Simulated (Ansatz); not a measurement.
**SiO+ (quartet): from Hartree-Fock to the top rungs at distance Si1–O2 = 3.207 Å, cc-pVDZ**

Aim: climb from Hartree-Fock through coupled cluster and multireference methods for SiO+ (quartet) at one geometry and basis, and see what each rung misses.

The runs use Ansatz 0.2.0, Gaussian basis; cc-pVDZ, core rule «outside noble gas», up to 6 orbitals frozen.

Plan: UHF; CCSD(T) on ROHF; CCSD(T) on UHF; BCCD(T) on ROHF; CISD as a restricted active space (open shells left free, so some higher excitations enter); CCSDT(Q) on ROHF; CCSDT(Q) on UHF; CISDTQ; CCSDTQ on ROHF; CCSDTQ on UHF; CASSCF and MRCISD+Q, 5 electrons in 5 orbitals; CASSCF and NEVPT2, 5 electrons in 5 orbitals; CASSCF and MRCISD+Q, 9 electrons in 8 orbitals; CASSCF and NEVPT2, 9 electrons in 8 orbitals; Full CI.

## Step 1: What is computed

The geometry derives from a PBE0/def2-TZVP stationary point (not a proven minimum). One bond is set to the value named and the two fragments are kept rigid.

2 atoms, charge 1, spin multiplicity 4.

Atoms are counted from 1 here; the program's logs count them from 0.

No contacts short enough for the rule that draws bonds.

## Step 2: UHF

Input file in.yaml:

```yaml
crystal:
  periodic: [false, false, false]
  atoms:
    - {symbol: Si, position_ang: [0.000000, 0.000000, 0.000000]}
    - {symbol: O, position_ang: [0.000000, 0.000000, 3.207000]}
basis:
  gaussian: {orbitals: cc-pVDZ}
total_charge: 1
magnetization: {spin_polarized: true, initial_magnetization: 3}
hamiltonian: {xc: hf}
output: {orbitals: {seedname: orbitals}}
```

The run is started by

```bash
$ ansatz run in.yaml --threads 1 --pin off --events-out ev --progress --plain --max-ram 2880MiB --backend cpu
```

The runs that follow: CCSD(T) on ROHF; CCSD(T) on UHF; BCCD(T) on ROHF; CISD as a restricted active space (open shells left free, so some higher excitations enter); CCSDT(Q) on ROHF; CCSDT(Q) on UHF; CISDTQ; CCSDTQ on ROHF; CCSDTQ on UHF; CASSCF and MRCISD+Q, 5 electrons in 5 orbitals; CASSCF and NEVPT2, 5 electrons in 5 orbitals; CASSCF and MRCISD+Q, 9 electrons in 8 orbitals; CASSCF and NEVPT2, 9 electrons in 8 orbitals; Full CI.

**Question.** What will the summary of the whole plan be? Wanted: FCI from the RHF energy; RMP2 from FCI; UMP2 from FCI; RCCSD from FCI; RCCSD(T) from FCI; UCCSD(T) from FCI; RCCSDT(Q) from FCI; UCCSDT(Q) from FCI; NEVPT2 valence from FCI.

The runs gave:

| quantity | value |
| --- | --- |
| FCI from the ROHF energy | -5.0117 eV |
| RMP2 from FCI | +96.0 kJ/mol |
| UMP2 from FCI | +94.8 kJ/mol |
| RCCSD from FCI | +6.8 kJ/mol |
| RCCSD(T) from FCI | +1.8 kJ/mol |
| UCCSD(T) from FCI | +1.6 kJ/mol |
| RCCSDT(Q) from FCI | 0.0 kJ/mol |
| UCCSDT(Q) from FCI | -0.2 kJ/mol |
| NEVPT2 valence from FCI | +95.8 kJ/mol |
| MRCISD+Q valence from FCI | +2.7 kJ/mol |
| levels within 1 kcal/mol (43 meV) | RCCSD(T), UCCSD(T), BCCD(T), RCCSDT, UCCSDT, CISDTQ, RCCSDT(Q), UCCSDT(Q), RCCSDTQ, UCCSDTQ, MRCISD+Q valence |
| T1 diagnostic | 0.021 |
| effectively unpaired electrons | 3.06 |

**Reading.** RCCSD(T) lands +1.8 kJ/mol from the yardstick (0.4 % of the correlation energy). UCCSDTQ falls below full CI: unrestricted runs freeze a spin-polarised core, another one than full CI's, and coupled cluster isn't variational. One determinant dominates. Of the multireference levels listed MRCISD+Q valence comes nearest in total energy (+2.7 kJ/mol), which doesn't show that its space is the better one. These misses are within one basis, not against nature; the frozen cores of restricted and unrestricted runs differ, which can shift their rows.

Levels on UHF freeze UHF's core orbitals, full CI those of ROHF, so the U rows can settle a little off it for that reason alone.

With open shells the CI space here admits some higher excitations, so it is larger than plain CISD.
